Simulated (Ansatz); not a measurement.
The input, for Ansatz 0.2.0:

```yaml
crystal:
  periodic: [false, false, false]
  atoms:
    - {symbol: Cu, position_ang: [0.000000, 0.000000, 0.000000]}
    - {symbol: H, position_ang: [0.000000, 0.000000, 1.485034]}
basis:
  gaussian: {orbitals: def2-TZVPP}
magnetization: {spin_polarized: false}
correlation: {method: ccsdt_q, electrons: outside_noble_gas}
```

```sh
$ ansatz run in.yaml --threads 1 --pin off --events-out ev --progress --plain --max-ram 2393MiB
```

Log:

```
955 factors; integrals over basis functions are off by at most 2.1e-7 eV
mean field evaluation 1: about -44608.4926 eV, gradient 6.4e1 eV
mean field evaluation 2: about -44608.4918 eV, gradient 6.4e1 eV
mean field evaluation 4: about -44612.2769 eV, gradient 3.7e0 eV
mean field evaluation 8: about -44612.3353 eV, gradient 1.1e-1 eV
mean field evaluation 16: about -44612.3257 eV, gradient 9.3e-1 eV
mean field -44612.33547662 eV, -1639.4730894387 hartree, gradient 3.1e-6 eV, S^2 0.000000; 1 other end points of the search recorded, 0 dependent functions left out
9 core orbitals not correlated: weight in the atoms' cores, before any rotation towards them, 1.000 or more for the frozen orbitals, at most 0.000 for the correlated occupied ones
reference -44612.33547662 eV, -1639.4730894387 hartree; 6, 6 occupied and 63, 63 virtual orbitals, 955 factors
second order -14.31481740 eV of doubles, -0.00000000 eV of singles
cycle   1  -11.68459208 eV  change     2.6e0 eV  update   1.9e-1
cycle   2  -12.71226319 eV  change    -1.0e0 eV  update   1.9e-1
cycle   3  -13.11142681 eV  change   -4.0e-1 eV  update   3.9e-2
cycle   4  -13.23168474 eV  change   -1.2e-1 eV  update   2.8e-2
cycle   5  -13.16234160 eV  change    6.9e-2 eV  update   2.1e-2
cycle   6  -13.13685624 eV  change    2.5e-2 eV  update   9.8e-3
cycle   7  -13.14005517 eV  change   -3.2e-3 eV  update   8.4e-3
cycle   8  -13.15422163 eV  change   -1.4e-2 eV  update   3.6e-3
cycle   9  -13.15863667 eV  change   -4.4e-3 eV  update   3.2e-3
cycle  10  -13.15222355 eV  change    6.4e-3 eV  update   1.3e-3
cycle  11  -13.15584543 eV  change   -3.6e-3 eV  update   9.1e-4
cycle  12  -13.15480035 eV  change    1.0e-3 eV  update   5.7e-4
cycle  13  -13.15413164 eV  change    6.7e-4 eV  update   2.2e-4
cycle  14  -13.15422748 eV  change   -9.6e-5 eV  update   1.2e-4
cycle  15  -13.15425170 eV  change   -2.4e-5 eV  update   4.9e-5
cycle  16  -13.15425683 eV  change   -5.1e-6 eV  update   3.1e-5
cycle  17  -13.15422856 eV  change    2.8e-5 eV  update   1.7e-5
cycle  18  -13.15422702 eV  change    1.5e-6 eV  update   1.2e-5
cycle  19  -13.15422531 eV  change    1.7e-6 eV  update   7.9e-6
cycle  20  -13.15422173 eV  change    3.6e-6 eV  update   4.0e-6
cycle  21  -13.15421749 eV  change    4.2e-6 eV  update   2.9e-6
cycle  22  -13.15421614 eV  change    1.3e-6 eV  update   1.4e-6
perturbative correction 0.00371203 eV, 0.0001364148 hartree
Total energy: -44625.48598073 eV, -1639.9563615509 hartree
```

Ran on 1 thread of Intel Xeon, shared host: 2.8 min wall, 0.91 GiB peak host memory.
